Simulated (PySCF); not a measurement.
# H2O4S (sulfuric acid): the cost of one run

Computed with PySCF 2.14.0 and routines of our own; the level stands in each step. Atoms count from 0.

## 1. The starting structure

7 atoms, charge 0, multiplicity 1; geometry from: GFN2-xTB.

## 2. Relaxing the molecule at PBE0-D3(BJ)/def2-SVP

Job settings and geometry (Å):

```
{"job": {"xc": "PBE0", "basis": "def2-SVP", "d3": "d3bj", "grid": 1, "kind": "geom"}, "charge": 0, "multiplicity": 1}
O     -0.959537    -0.406346    -1.299856
S     -0.404655    -0.118931    -0.029297
O     -1.168625    -0.219871     1.158511
O      0.226131     1.334556    -0.073682
O      0.901741    -1.001198     0.136810
H      0.227310     1.659749     0.824990
H      1.180969    -1.243054    -0.744554
```

Command:

```
OMP_NUM_THREADS=1 python excited_run.py task.json out
```

The driver reads the jobs from task.json and runs them one after another.

**Question.** How long does this first job take on 1 thread of Arm Neoverse V1, shared host, and how much memory does it need?

About 19 s, with a peak of 0.41 GiB.
